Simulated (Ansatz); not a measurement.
A made-up structure of C2H5Mg (charge +1), closed shell:

C1  (-0.974, 1.068, -1.281)
Mg2  (0.167, 0.052, -0.313)
C3  (0.808, -0.845, 0.968)
H4  (-1.799, 0.569, -1.810)
H5  (-0.972, 2.156, -1.118)
H6  (1.028, -0.094, 1.824)
H7  (1.720, -1.260, 0.458)
H8  (0.022, -1.646, 1.274)
(Å)

It is relaxed with PBE-D4/def2-SVP and then PBE0-D4/def2-TZVP (Ansatz 0.2.0). Atoms count as bonded within 1.22 times the sum of their covalent radii (H–H: 0.88 Å). The end point is not checked to be a true minimum.

(1) Does its bonding change? (Judge from chemistry; the calculation decides.)

## Answers

(1) Computed: No: no bond forms or breaks.

Where it ends: The first stage lowers the energy by 2.64 eV in 11 steps. It ends as C₂H₅Mg ([CH2][Mg][CH3]), total charge +1:
```tsv
atom	x (Å)	y (Å)	z (Å)
C1	-1.2245	1.3200	-1.5610
Mg2	0.1310	0.0646	-0.3210
C3	1.0014	-1.0431	1.1909
H4	-2.0823	0.9495	-2.1374
H5	-1.2933	2.4148	-1.5162
H6	1.2322	-0.3892	2.0331
H7	1.9205	-1.4874	0.8031
H8	0.3150	-1.8292	1.5086
```

Labels in which every atom is bracketed show which atoms are joined, not bond orders.

For scale, one of the runs: PBE0-D4/def2-TZVP relaxation, 124 basis functions, launched by `ansatz run in.yaml --threads 2 --pin off --events-out ev --progress --plain --max-ram 4352MiB`. The run took about 20 s on 2 CPU threads of an Arm Neoverse V2 (shared host).
